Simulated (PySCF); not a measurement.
Species: formic acid, CH₂O₂.
Atom-mapped SMILES: `[O:1]=[CH:2][OH:3]` (hydrogens: H4 on C2; H5 on O3)

Computed by this run: B3LYP/6-31+G* geometry optimisation, gas phase in PySCF; density fitting, grid level 1; the optimiser is geomeTRIC in internal coordinates, started from a GFN2-xTB structure.

Step 0: E = -5163.7587 eV
```
atom  x, y, z in Å  |  force x, y, z in eV/Å
O1     -0.5569    1.1724   -0.6046   -0.355   1.377  -0.469
C2     -0.3031    0.0718   -0.2216   -0.633  -0.765   0.410
O3      0.8963   -0.4847   -0.2199    0.976  -0.875   0.164
H4     -1.0387   -0.6378    0.1866   -0.001   0.005  -0.002
H5      1.5626    0.1270   -0.5775    0.013   0.257  -0.103
```

Step 1: E = -5163.7888 eV
```
atom  x, y, z in Å  |  force x, y, z in eV/Å
O1     -0.5483    1.1814   -0.6096   -0.011  -0.070   0.032
C2     -0.3075    0.0642   -0.2178    0.109   0.123  -0.068
O3      0.9156   -0.5054   -0.2151   -0.075  -0.009   0.015
H4     -1.0467   -0.6359    0.1871   -0.046  -0.058   0.030
H5      1.5471    0.1443   -0.5817    0.022   0.014  -0.010
```

**Question.** Estimate the geometry and energy of step 2. (The exact step hangs on the optimiser's Hessian estimate; all steps are aligned on step 1, rigid shifts and turns removed.)

**Answer.** E = -5163.7882 eV, largest force 0.137 eV/Å
```
atom  x, y, z in Å  |  force x, y, z in eV/Å
O1     -0.5577    1.1835   -0.6087    0.110  -0.038  -0.003
C2     -0.3051    0.0685   -0.2201   -0.116  -0.057   0.045
O3      0.9145   -0.5066   -0.2145   -0.007   0.109  -0.044
H4     -1.0431   -0.6357    0.1865   -0.011  -0.013   0.005
H5      1.5515    0.1390   -0.5803    0.024  -0.002  -0.004
```

The energy changes by +0.0006 eV. The first-order estimate −F·Δx gives -0.0008 eV and the mean of the old and new forces, exact on a quadratic surface, +0.0005 eV. The step makes an angle of 74° with the force vector and moves no atom by more than 0.010 Å. The energy falls at the start of this step and ends higher, so the step passed the lowest point of its straight line.

The cost below is that of the whole optimisation. Time: 5.0 s of wall time; peak memory 0.28 GiB. Hardware: one thread of an Arm Neoverse N1, no GPU, shared host with 32 logical CPUs at a one-minute load of 20.
